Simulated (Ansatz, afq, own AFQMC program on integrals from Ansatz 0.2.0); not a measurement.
Integrals from Ansatz 0.2.0, then the random walk in our own AFQMC program (afq).

```yaml
crystal:
  periodic: [false, false, false]
  atoms:
    - {symbol: Si, position_ang: [0.000000, 0.025478, 2.027556]}
    - {symbol: Ge, position_ang: [0.000000, -0.031410, -0.853882]}
    - {symbol: H, position_ang: [0.000000, 1.193140, 2.956589]}
    - {symbol: H, position_ang: [0.000000, -1.201970, 2.875172]}
    - {symbol: H, position_ang: [0.000000, 1.562527, -0.790720]}
basis:
  gaussian: {orbitals: cc-pVDZ}
magnetization: {spin_polarized: true, initial_magnetization: 1}
correlation: {method: ccsd_t, electrons: outside_noble_gas, hamiltonian_folder: ham}
```

```sh
$ ansatz run in.yaml --threads 1 --pin off --events-out ev --progress --plain --max-ram 1382MiB
```

afq runs on the folder ham with

```
--method phaseless --trial hf --walkers 120 --populations 1 --least-time 40 --time-step 0.005 --steps-per-block 20 --equilibration-blocks 112 --max-blocks 600 --target-error 0.0012000 --factor-cut 1e-05 --start spin_pure --seed 2026 --taylor-order 6
```

Times are imaginary, in 1/Eh. The walk had a cap of 1706 s. Filled inner d shells are frozen with the cores.

Output of the walk:

```
orbitals 41  electrons 6 5  factors 314 of 642
reference energy -2365.91622539 Eh
CCSD correlation -0.20966838 Eh in 15 cycles, weight of the determinant in the CISD state 0.8040
energy of the start -2365.917875 Eh
 block  time / (1/Eh)  mean weight  energy / Eh
     1     0.100  1.0008  -2365.948880
     2     0.200  1.0012  -2365.974692
     3     0.300  0.9997  -2365.997207
     4     0.400  1.0013  -2366.017467
     5     0.500  1.0003  -2366.037174
     8     0.800  0.9995  -2366.064283
    18     1.800  1.0017  -2366.111704
    69     6.900  1.0005  -2366.130731
   120    12.000  1.0005  -2366.133460
   171    17.100  1.0009  -2366.113252
   222    22.200  0.9998  -2366.109516
   273    27.300  1.0009  -2366.133658
   324    32.400  1.0010  -2366.113598
   375    37.500  0.9999  -2366.133720
   426    42.600  1.0007  -2366.127049
   477    47.700  0.9992  -2366.125233
   528    52.800  1.0002  -2366.142272
   579    57.900  1.0016  -2366.149303
   630    63.000  0.9998  -2366.169235
   681    68.100  0.9993  -2366.132233
   698    69.800  0.9994  -2366.135418
blocks merged  error / Eh  count
     1  0.000486  600
     2  0.000646  300
     4  0.000857  150
     8  0.001067  75
    16  0.001406  37
    32  0.001896  18
    64  0.002143  9
energy -2366.133192 +/- 0.001896 Eh
(rows thinned)
```

The run failed at least one of its tests; the cautions name the faults. The second half of the sampling lies below the first by 3.6 errors of their difference, so the energy may still be moving and its error bar be too small.

Against this walk (error 51.6 meV) on the same determinant: CCSD(T) 8.9 meV lower (within the noise), a separate phaseless walk with a CISD trial and standard settings 52.4 ± 54.0 meV lower (within the noise). The error is statistical and leaves out the bias of the constraint. None of these is a sure reference here.

Cautions: constraint bias not in the error; error not settled; halves of the run differ; error above the target (51.6 against 32.7 meV); no relativity below Rb; no spin-orbit coupling; inner d shell frozen; higher spins were not checked; strong correlation (T1 0.052, weight of the determinant 0.80, largest double 0.11); unrestricted determinant slightly spin contaminated (⟨S²⟩ 0.84 against 0.75); the bias of populations of 120 walkers isn't removed.

The walk took 5.6 min on 1 thread of Arm Neoverse V2, on a shared host. The log's last line is the phaseless energy.

A walk keeps the symmetry of its determinant, which the program's search chose and which needn't be the lowest solution, so a lower state of the same spin and another symmetry isn't excluded.
